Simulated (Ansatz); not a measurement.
Input file:

```yaml
crystal:
  periodic: [false, false, false]
  atoms:
    - {symbol: O, position_ang: [-0.015433, -0.009008, 1.664640]}
    - {symbol: Si, position_ang: [-0.016266, -0.025151, 0.146487]}
    - {symbol: S, position_ang: [0.031698, 0.034159, -1.811127]}
basis:
  gaussian: {orbitals: STO-3G}
correlation: {method: sc_nevpt2, electrons: valence, active_space: {window: {electrons: 2, orbitals: 2}, states: [{multiplicity: 2, weights: [0]}]}}
scf: {lower_state_search: light}
```

```sh
$ ansatz run in.yaml --threads 1 --pin off --events-out ev --progress --plain --max-ram 2393MiB
```

Q: How does this run end?

A: Refused. The input was made wrong on purpose (impossible set of states or weights), so the run isn't a sound calculation of what was asked.
```
Error: set 0 asks for 1 states and needs as many positive weights; it has [0.0]
```
